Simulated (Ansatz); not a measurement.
Results of r²SCAN+rVV10 (Ansatz, a first-principles code, PAW) for fcc Ir.

Numerical settings: plane-wave cutoff 560 eV, 24×24×24 k mesh, Fermi–Dirac smearing 0.05 eV, no spin polarisation, scalar-relativistic PAW data made under PBE.

A third-order Birch–Murnaghan fit to the energies gives V0 = 14.083 Å³/atom, B0 = 389 GPa, B′ = 5.0.

```tsv
V (Å³/atom)	P (GPa)
13.238	…
13.520	17.60
13.802	8.26
14.083	-0.02
14.365	-7.36
14.647	-13.86
14.928	…
```

**Question.** Estimate the withheld pressures from this fit; the answers are the runs' own values.

**Answer.** 
- 13.238, P (GPa): 28.13
- 14.928, P (GPa): -19.61

The formula P = (3/2) B0 (x^(7/3) − x^(5/3)) [1 + (3/4)(B′ − 4)(x^(2/3) − 1)] with x = V0/V meets the computed pressures within 0.03 GPa when these rounded values are put in.

Measured, for comparison: bulk modulus 365 GPa (corrected for temperature and zero-point phonon effects; as tabulated in Levämäki et al. (2014), arXiv:1402.3671); equilibrium volume per atom 14.06 Å³/atom (static lattice: zero-point anharmonic expansion removed; as tabulated in Mejia-Rodriguez and Trickey (2018), arXiv:1807.09216). Computed (rounded) less measured: bulk modulus +7 %, equilibrium volume per atom +0.1 %.

Spin–orbit coupling is not included.

The result took very roughly 80 core-seconds.
